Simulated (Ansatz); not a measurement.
**Basis-set limit of NH₃O, triplet**

```yaml
atoms:
  - { symbol: O, position_ang: [-1.2023, 0.0024, 0.0000] }
  - { symbol: H, position_ang: [-1.4516, 0.9289, 0.0000] }
  - { symbol: H, position_ang: [-0.0013, 0.0024, 0.0000] }
  - { symbol: N, position_ang: [1.3607, 0.0024, 0.0000] }
  - { symbol: H, position_ang: [1.6297, -1.0019, 0.0000] }
```

Connectivity, by distances: OH2 ··· NH.

Ansatz 0.2.0, UHF determinant, valence electrons correlated. Energies in eV.

| set | X | functions | Hartree–Fock | MP2 correlation | CCSD(T) correlation | time |
| --- | --- | --- | --- | --- | --- | --- |
| def2-TZVPP | 3 | 104 | -3564.3873 | -11.3252 | -12.3934 | 13 s on 1 × NVIDIA H100 80GB HBM3 with 1 thread of AMD EPYC 7R13 Processor (Zen 3) (shared host) |
| def2-QZVPP | 4 | 204 | -3564.5634 | -12.2341 | -13.2322 | 17 s on 1 × NVIDIA H100 80GB HBM3 with 1 thread of AMD EPYC 7R13 Processor (Zen 3), on a shared host |

Hartree–Fock is taken to follow E(X) = E∞ + A·exp(−7.88·√X), correlation E(X) = E∞ + B·X^−2.97.

Cautions: lower spins were not checked.

Task: Work out the CCSD(T) energy at the limit, and how far the shortcut misses it that extrapolates MP2 and adds CCSD(T) minus MP2 from the smaller set.

Result: Hartree–Fock: E∞ = E4 + 0.1377·(E4 − E3) = -3564.5876. Correlation: E∞ = E4 + 0.7407·(E4 − E3) = -13.8535 for CCSD(T) and -12.9073 for MP2. The limit is -3578.4411 eV, 0.646 eV below def2-QZVPP. The shortcut gives a correlation energy of -12.9073 + (-1.0682) = -13.9756, 122 meV lower than the direct value.
